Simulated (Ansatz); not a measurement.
**N$_{2}$, triplet: the ladder up to full CI**

Geometry: a point of a stretch scan, not a stationary point.

```yaml
atoms:
  - { symbol: N, position_ang: [0.0000, 0.0000, 0.0000] }
  - { symbol: N, position_ang: [0.0000, 0.0000, 1.0090] }
```

Basis 6-31G; Ansatz 0.2.0. Only valence electrons are correlated (noble-gas cores frozen), which leaves 10 electrons in 16 orbitals. Prefix R: restricted or restricted open-shell reference; prefix U: unrestricted. Active spaces: pair = (4e, 4o) about the gap; valence = (10e, 8o) chosen from the atoms' valence shells.

Full CI is exact within this basis and frozen core; it isn't the basis-set limit. The frozen core follows each run's orbitals, which can shift R against U totals by a few meV.

Coupled cluster chose its determinant by trial CCSD, here up to 0.36 eV above the lowest Hartree–Fock solution of its kind, and MP2 stands on that determinant too.

The UHF ⟨S²⟩ is 2.004. The ⟨S²⟩ of the determinant under UCCSD is 2.012, the T1 diagnostic (RCCSD) is 0.0133 and the largest doubles amplitude (RCCSD) is 0.120. The T1 diagnostic (UCCSD) is 0.0135.

```
    level  E − E(determinant under the R cluster runs) (eV)
     RMP2                                           -5.6188
     UMP2                                           -5.4585
   RCCSD*                                           -5.5485
   UCCSD*                                           -5.5637
RCCSD(T)*                                           -5.7221
UCCSD(T)*                                           -5.7244
```

(1) Estimate how far full CI in 6-31G lies from RCCSD(T). The table doesn't fix it; the size of (T) and the diagnostics are the guide.

(1) Full CI in 6-31G lies 50 meV below RCCSD(T), which is 29 % of the (T) step (-174 meV). The diagnostics give no warning, yet the rest is a sizeable part of (T). The miss exceeds 1 kcal/mol.

The other levels:

| level | E − E(full CI) (meV) | share of correlation (%) | wall time |
| --- | --- | --- | --- |
| BCCD(T)* | 52 | 99.11 | 1.7 s |
| RCCSDT* | 44 | 99.23 | – |
| UCCSDT* | 42 | 99.27 | – |
| RCCSDT(Q)* | 1 | 99.98 | 9.5 s |
| UCCSDT(Q)* | 2 | 99.97 | 3.8 s |
| RCCSDTQ* | 4 | 99.93 | 75 s |
| UCCSDTQ* | 3 | 99.94 | 32 s |
| CASSCF (pair space)† | 4048 | – | – |
| NEVPT2 (pair space)† | 1108 | – | 0.45 s |
| MRCISD (pair space)† | 821 | – | – |
| MRCISD+Q (pair space)† | 677 | – | 0.81 s |
| CASSCF (valence space) | 2453 | 57.51 | – |
| NEVPT2 (valence space) | 595 | 89.68 | 1.8 s |
| MRCISD (valence space) | 103 | 98.21 | – |
| MRCISD+Q (valence space) | 23 | 99.60 | 2.4 s |

An asterisk marks runs whose energy the program itself flagged as in doubt. A dagger marks rows that describe another state than the reference (another or a broken symmetry, a higher spin or other natural occupations), so the difference isn't the method's error.

The correlation energy at full CI, counted from the determinant under the R cluster runs, is -5.772 eV. That run took 68 s on 1 thread of Arm Neoverse V1, shared host over 2,384,928 determinants.

Run but not shown, since their state, orbitals or frozen core can't be matched to the reference's or they repeat it: RHF, UHF, CISD, CISDTQ.

Times hold each run's SCF and search for its determinant on a shared host, so for small cases they say little of a method's own cost; they ran on 1 thread of Arm Neoverse V1. Some runs computed forces too.

The full-CI state has the irrep B3g of D2h, in the program's axes (one component, if the state is degenerate).

Natural occupations of full CI about the gap: 1.966 1.938 1.923 1.030 1.010 0.077 0.013 0.012 0.011 0.010; effectively unpaired electrons, Σ n²(2−n)², 2.06.
